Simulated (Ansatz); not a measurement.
Species: CH3O, SMILES `[CH2]O` (H–C–O–H torsion 176°) (charge 0, multiplicity 2).

Task: Give a relaxed geometry from PBE0-D4/def2-TZVP run with Ansatz (a program for electronic structure).

Result: This is not unique; one that fits is the end point of this relaxation, one of several conformers (outside a Z-matrix the atoms follow the SMILES, hydrogens last).
Z-matrix (Å, degrees):
```
C
O 1 1.3564
H 2 0.9602 1 109.59
H 1 1.0800 2 113.88 3 -175.53
H 1 1.0838 4 121.34 2 -153.45
```
